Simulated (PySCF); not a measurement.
# Worked example: correlation energy of HCl, singlet

Geometry: MP2(full)/6-31G*, from the G2/97 set.

```tsv
atom	x (Å)	y (Å)	z (Å)
Cl	0.0000	0.0000	0.0000
H	0.0000	0.0000	1.2800
```

Basis 6-31G* (Cartesian d functions); PySCF 2.14.0. Only valence electrons are correlated (noble-gas cores frozen), which leaves 8 electrons in 16 orbitals. R marks a restricted (for open shells ROHF) determinant.

Full CI is exact within this basis and frozen core; it isn't the basis-set limit.

```tsv
level	total energy (hartree)
RHF	-460.059852
RMP2	-460.192357
RCCSD	-460.209227
RCCSD(T)	-460.211561
RCCSDT	-460.211818
RCCSDT(Q)	-460.211964
full CI	-460.211985
```

Q: What is the correlation energy at full CI, and what share of it do RMP2 and RCCSDT recover?

A: E(corr) = -460.211985 − (-460.059852) = -0.152133 hartree = -4.140 eV. RMP2: -0.132505 / -0.152133 = 87.10 %. RCCSDT: -0.151966 / -0.152133 = 99.89 %.

Q: By how many kcal/mol does RCCSD(T) miss full CI (1 hartree = 627.509 kcal/mol), and which steps make up the rest?

A: -460.211561 − (-460.211985) = 0.000424 hartree = 0.27 kcal/mol. Steps: RCCSDT − RCCSD(T) = -0.16, RCCSDT(Q) − RCCSDT = -0.09, full CI − RCCSDT(Q) = -0.01 kcal/mol. That is within 1 kcal/mol of the reference in this basis, which itself misses far more of the correlation at the basis-set limit.
